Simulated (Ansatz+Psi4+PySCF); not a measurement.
doublet H2Cl: levels of theory in one basis

```yaml
atoms:
  - { symbol: H, position_ang: [-0.0048, -0.0085, 1.4880] }
  - { symbol: Cl, position_ang: [-0.0052, -0.0066, -0.0054] }
  - { symbol: H, position_ang: [0.0017, -0.0072, -1.4791] }
```

Basis set: cc-pVTZ on H; cc-pV(T+d)Z on Cl (spherical functions). Frozen core: 5 orbitals. Correlation on ROHF uses semicanonical orbitals with singles. Charge 0, multiplicity 2.

Computed with Ansatz (development build ahead of 0.2.0) and Psi4 1.11; each method stands on the lowest determinant of its kind that the runs found.

| method | E − E(ROHF) (eV) | <S²> of the determinant |
| --- | --- | --- |
| ROHF | 0.00 | 0.75 |
| UHF | -0.43 | 0.82 |
| UHF-MP2 | -6.31 | 0.82 |
| ROHF-CCSD | -7.00 | – |
| UHF-CCSD | -7.01 | 0.82 |
| ROHF-CCSD(T) | -7.28 | – |
| UHF-CCSD(T) | -7.28 | 0.82 |

What does ROHF-MP2 give on the same scale?

-6.45 eV.
